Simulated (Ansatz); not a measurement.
in.yaml

```yaml
crystal:
  periodic: [false, false, false]
  atoms:
    - {symbol: N, position_ang: [0.000000, 0.000000, 0.000000]}
    - {symbol: O, position_ang: [0.000000, 0.000000, 1.139769]}
basis:
  gaussian: {orbitals: 6-31G}
total_charge: 1
correlation: {method: fci, electrons: outside_noble_gas}
```

```sh
$ ansatz run in.yaml --threads 1 --pin off --events-out ev --progress --plain --max-ram 2393MiB
```

Log:

```
339 factors; integrals over basis functions are off by at most 5.3e-8 eV
mean field evaluation 1: about -3501.3649 eV, gradient 4.0e1 eV
mean field evaluation 2: about -3501.3920 eV, gradient 4.0e1 eV
mean field evaluation 4: about -3504.2411 eV, gradient 1.3e0 eV
mean field evaluation 8: about -3504.2465 eV, gradient 9.5e-4 eV
mean field -3504.24652988 eV, -128.7786847094 hartree, gradient 1.8e-6 eV, S^2 0.000000; 0 other end points of the search recorded, 0 dependent functions left out; unrestricted orbitals would lower it
mean field evaluation 16: about -3504.4571 eV, gradient 1.4e-1 eV
2 core orbitals not correlated: weight in the atoms' cores, before any rotation towards them, 1.000 or more for the frozen orbitals, at most 0.000 for the correlated occupied ones
reference -3504.24652988 eV, -128.7786847094 hartree; 5, 5 occupied and 11, 11 virtual orbitals, 339 factors
state -3512.03237601 eV, -129.0648092774 hartree
Total energy: -3512.03237601 eV, -129.0648092774 hartree
```

Ran on 1 thread of Arm Neoverse V1, shared host: 24 s wall, 0.47 GiB peak host memory.
